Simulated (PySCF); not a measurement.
Cyanoformaldehyde, C₂HNO.
SMILES: `N#CC=O`

Theory: PySCF 2.14.0, PBE0/def2-TZVP geometry optimisation, gas phase.

Masses are those of the commonest isotopes; rigid-rotor values at the optimised geometry. 

(1) What are A, B and C (MHz)?

(2) Classify the top.

(3) What does the inertial defect say?

(4) List the rotational levels J(Ka,Kc) to J = 3 (MHz).

(5) Predict some low-J microwave lines.

## Answers

(1) Ia = 7.40, Ib = 100.02, Ic = 107.42 u·Å²; 505379 MHz·u·Å²/I gives A = 68333, B = 5053, C = 4705 MHz.

(2) A near-prolate asymmetric top. Ray's parameter κ = (2B − A − C)/(A − C) = -0.989; −1 is the prolate and +1 the oblate limit.

(3) Planar: Δ = Ic − Ia − Ib = 0.00 u·Å². For a rigid frame Δ = −2 Σ m c², so it vanishes when all atoms lie in the ab plane; here none is more than 0.01 Å from it.

(4) Above 0(0,0):
J = 1: 1(0,1) 9758, 1(1,1) 73038, 1(1,0) 73386
J = 2: 2(0,2) 29271, 2(1,2) 92205, 2(1,1) 93249, 2(2,1) 283090, 2(2,0) 283092
J = 3: 3(0,3) 58539, 3(1,3) 120955, 3(1,2) 123043, 3(2,2) 312363, 3(2,1) 312370, 3(3,1) 629636, 3(3,0) 629636
The levels of one J sum to (2J + 1)J(J + 1)(A + B + C)/3.

(5) The dipole components are |μa| = 1.13 D, |μb| = 2.16 D, |μc| = 0.00 D; the mirror of this Cs structure is the ab plane, so μc vanishes by symmetry and there are no c-type lines. The squared components, which scale the intensities, stand as 0.27 : 1.00 (a : b). Some lines, for components of 0.1 D or more:

```csv
type,branch,"J(Ka,Kc)",MHz,lower level (cm⁻¹)
a,Q,"2(1,1) ← 2(1,2)",1044,3.076
a,R,"2(0,2) ← 1(0,1)",19514,0.325
a,R,"3(1,3) ← 2(1,2)",28750,3.076
a,R,"4(1,4) ← 3(1,3)",38332,4.035
a,R,"4(0,4) ← 3(0,3)",39016,1.953
a,R,"4(3,2) ← 3(3,1)",39033,21.002
a,R,"4(2,2) ← 3(2,1)",39044,10.420
a,R,"5(0,5) ← 4(0,4)",48759,3.254
a,R,"5(4,2) ← 4(4,1)",48791,37.121
a,R,"5(3,3) ← 4(3,2)",48793,22.304
a,R,"5(2,3) ← 4(2,2)",48813,11.722
b,Q,"2(1,1) ← 2(0,2)",63978,0.976
b,Q,"5(1,4) ← 5(0,5)",66104,4.881
b,R,"4(1,4) ← 3(0,3)",100749,1.953
b,Q,"4(2,2) ← 4(1,3)",188648,5.429
b,R,"2(2,0) ← 1(1,1)",210054,2.436
b,R,"5(2,3) ← 4(1,4)",240940,5.313
b,Q,"3(3,0) ← 3(2,1)",317266,10.420
b,Q,"5(3,3) ← 5(2,4)",317285,13.348
b,R,"5(3,3) ← 4(2,2)",366048,11.722
b,Q,"5(4,1) ← 5(3,2)",444176,23.932
b,Q,"4(4,1) ← 4(3,2)",444178,22.304
```

PBE0/def2-TZVP frequencies: not computed here. These are rigid-rotor constants of the computed structure; measured ground-state constants (B0) also hold zero-point vibration. Quadrupole hyperfine structure (14N) is left out.
